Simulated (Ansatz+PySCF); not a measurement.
Results of a calculation; reference values are marked as such.
## PySCF 2.14.0 run

```python
from pyscf import gto, scf

mol = gto.M(atom="""
Si 0.000000 0.000000 -0.553940
O 0.000000 0.000000 0.969390
""", basis='def2-svp', charge=0, spin=0)
mf = scf.UHF(mol)
mf.init_guess = 'minao'
mf.kernel()
while True:  # follow internal instabilities
    mo, _, stable, _ = mf.stability(return_status=True)
    if stable: break
    mf.kernel(mf.make_rdm1(mo, mf.mo_occ))
print(mf.converged, mf.e_tot, mf.spin_square()[0])
```

The script is written out from the run's settings.

The run gave:

| Quantity | Value |
| --- | --- |
| Converged | yes |
| Total energy | -363.63441 hartree |
| Spin squared of the determinant | 0.000 |
